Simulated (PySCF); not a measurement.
Process, species as SMILES: P (PH3) + H+ → [PH4+]
B3LYP-D3(BJ)/def2-TZVP geometries, fixed; electronic energies without zero-point terms; positive where energy is released.
Largest species:
```xyz
5

P      0.0000     0.0000     0.0000
H      0.0115     1.3163    -0.4706
H      1.1354    -0.6707    -0.4639
H     -1.1473    -0.6505    -0.4634
H      0.0003     0.0049     1.3979
```
Charge +1, spin multiplicity 1.

Effect of the atomic grid (radial, angular points) at r2SCAN/def2-SVP with PySCF, against the last row, where the proton affinity is 192.07 kcal/mol. Cost is core time over that of atom_grid: 50, 194, unpruned, rough, on shared machines of one kind.

```json
[
 {"setting": "atom_grid: 30, 110, unpruned", "grid points, largest species": "16504", "largest shift of a total energy (mEh)": "1.659", "shift of the proton affinity (kcal/mol)": "0.049", "cost": "0.6×"},
 {"setting": "atom_grid: 50, 194, unpruned", "grid points, largest species": "48504", "largest shift of a total energy (mEh)": "-0.368", "shift of the proton affinity (kcal/mol)": "-0.007", "cost": "1×"},
 {"setting": "atom_grid: 75, 302, unpruned", "grid points, largest species": "113256", "largest shift of a total energy (mEh)": "-0.020", "shift of the proton affinity (kcal/mol)": "-0.002", "cost": "2×"},
 {"setting": "atom_grid: 99, 590, unpruned", "grid points, largest species": "292056", "largest shift of a total energy (mEh)": "-0.003", "shift of the proton affinity (kcal/mol)": "-0.001", "cost": "4×"},
 {"setting": "atom_grid: 150, 974, unpruned", "grid points, largest species": "730504", "largest shift of a total energy (mEh)": "0.000", "shift of the proton affinity (kcal/mol)": "0.000", "cost": "9×"}
]
```

Within 0.02 kcal/mol in the proton affinity: atom_grid: 50, 194, unpruned; atom_grid: 75, 302, unpruned; atom_grid: 99, 590, unpruned. The largest shift is 1.659 mEh in a total energy and 0.049 kcal/mol in the difference.
